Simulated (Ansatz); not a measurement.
# CH₂O+ (doublet): energies up the ladder

Wanted for CH₂O+ (doublet): energies up the ladder. Charge +1. Spin multiplicity 2.

Method: the levels named in each step, in Ansatz 0.2.0.

## (1) The starting structure

Bond lengths: C1–O2 1.150 Å, C1–H3 1.138 Å, C1–H4 1.138 Å. Angles: O2–C1–H3 127.3°, O2–C1–H4 127.3°, H3–C1–H4 105.4°.

As a file:

```xyz
4

C    -0.5571    0.1014    0.0036
O     0.5739   -0.1045   -0.0037
H    -1.3979   -0.6660    0.0126
H    -1.0735    1.1159    0.0029
```

## (2) A rough first relaxation, PBE-D4/def2-SVP

input.yaml

```yaml
crystal:
  periodic: [false, false, false]
  atoms:
    - { symbol: C, position_ang: [-0.55712, 0.10144, 0.00364] }
    - { symbol: O, position_ang: [0.57392, -0.10449, -0.00365] }
    - { symbol: H, position_ang: [-1.3979, -0.66595, 0.01261] }
    - { symbol: H, position_ang: [-1.07351, 1.11595, 0.00292] }
magnetization:
  spin_polarized: true
  initial_magnetization: 1
total_charge: 1
basis:
  gaussian: { orbitals: def2-SVP }
hamiltonian:
  xc: pbe
  dispersion: d4
relax:
  f_tol: 0.03
  max_steps: 200
```

On the command line:

```sh
> ansatz run input.yaml --threads 2 --pin off --max-ram 5120MiB --backend cpu --events-out ev --progress --plain --runs-dir out
```

The runs that follow: Relaxation, PBE0-D4/def2-TZVPP; Frequencies, PBE0-D4/def2-TZVPP; Single point, PBE-D4/def2-TZVPP; Single point, r2SCAN-D4/def2-TZVPP; Single point, B3LYP-D4/def2-TZVPP; Single point, wB97M-V/def2-TZVPP; Single point, B2PLYP/def2-TZVPP; Single point, LDA/def2-TZVPP; Single point, PBE0-D4/def2-SVP; Single point, PBE-D4/def2-SVP; Single point, CCSD(T)/def2-TZVPP; Single point, CCSD(T)/def2-QZVPP.

What does the calculation give? Wanted: C1–O2 at PBE0-D4/def2-TZVPP; frequencies at PBE0-D4/def2-TZVPP; energy at CCSD(T)/CBS.

The runs gave:

| quantity | value |
| --- | --- |
| C1–O2 at PBE0-D4/def2-TZVPP | 1.185 Å |
| frequencies at PBE0-D4/def2-TZVPP | 839 to 2881 cm⁻¹ |
| energy at CCSD(T)/CBS | -3101.723 eV |

What this shows: No mode is imaginary, so the geometry is a minimum. These totals serve in differences with atoms or fragments at the same level; alone they don't rank the methods.
